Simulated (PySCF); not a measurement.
# EPR parameters of C3H6N

Compound: C3H6N (doublet state).
SMILES with atom numbers: `[H]/[N:4]=[C:3]/[CH2:2][CH3:1]` (hydrogens: H5, H6, H7 on C1; H8, H9 on C2; H10 on N4)

Geometry (GFN2-xTB, Å), atoms numbered from 1 in this order:
```xyz
10
C3H6N angstrom
C     -1.290   -0.448   -0.017
C     -0.118    0.524   -0.153
C      1.126   -0.041    0.398
N      2.288    0.115    0.000
H     -1.096   -1.355   -0.585
H     -1.441   -0.719    1.025
H     -2.203    0.008   -0.394
H     -0.330    1.431    0.421
H      0.012    0.811   -1.205
H      3.061   -0.323    0.487
```

The hyperfine couplings belong to this conformer and change with its torsions.

The calculation used UKS B3LYP, pcH-1 on C H N, non-relativistic, mean-field spin-orbit, GIAO in PySCF 2.14.0. The structure is a single GFN2-xTB conformer in the gas phase; no vibrational or solvent corrections. Couplings are sensitive to structure, and on GFN2-xTB geometries they can be far from those on DFT ones. No stability test was run, so a lower SCF solution isn't excluded.

```json
{
  "g1, g2, g3": "1.99891, 2.00211, 2.00296",
  "g_iso": "2.00133",
  "Form of g": "rhombic: the two nearest values differ by 21 % of g3 − g1",
  "⟨S²⟩": "0.7528 (exact 0.7500)",
  "Total energy": "-172.62504 Eh",
  "Basis functions": "160"
}
```

Hyperfine couplings atom by atom, in mT; T1 to T3 are the principal values of the dipolar part (MHz turned into mT with g_iso):

| atom | isotope | a_iso | T1 | T2 | T3 | Mulliken spin population |
| --- | --- | --- | --- | --- | --- | --- |
| C1 | 13C | 0.64 | -0.04 | -0.04 | 0.08 | 0.00 |
| C2 | 13C | 3.34 | -0.33 | -0.28 | 0.61 | 0.01 |
| C3 | 13C | 8.12 | -2.17 | -1.95 | 4.13 | 0.72 |
| N4 | 14N | 0.29 | -0.59 | -0.45 | 1.04 | 0.16 |
| H5 | 1H | -0.02 | -0.12 | -0.09 | 0.20 | 0.00 |
| H6 | 1H | -0.04 | -0.15 | -0.10 | 0.24 | 0.01 |
| H7 | 1H | -0.07 | -0.07 | -0.05 | 0.12 | 0.00 |
| H8 | 1H | -0.13 | -0.25 | -0.17 | 0.42 | 0.00 |
| H9 | 1H | 2.21 | -0.24 | -0.07 | 0.30 | 0.06 |
| H10 | 1H | 4.99 | -0.59 | -0.33 | 0.92 | 0.04 |

Largest spin populations (Mulliken): C3 (+0.72) and N4 (+0.16).

Under fast tumbling the dipolar parts average out, and these isotropic splittings remain: 1 × 1H (H10, I = 1/2, 2 lines) with 4.99 mT, 2 × 1H (H8/H9, I = 1/2, 3 lines) with 1.04 mT, 1 × 14N (N4, I = 1, 3 lines) with 0.29 mT and 3 × 1H (H5/H6/H7, I = 1/2, 4 lines) with 0.04 mT.

Nuclei that the bonding pattern makes equivalent are averaged, as if the motion that swaps them (rotation, inversion, ring flip) were fast. The 1H value of +29.1 MHz is a mean of couplings from -3.7 to 61.9 MHz in this one geometry, not an average over conformers.

The 13C coupling of C3 (227.4 MHz) shows only in satellite lines or after enrichment, since that isotope makes up about 1.07 % of natural carbon.

The run took 12 s wall on Arm Neoverse V1, one thread, no GPU (shared host).
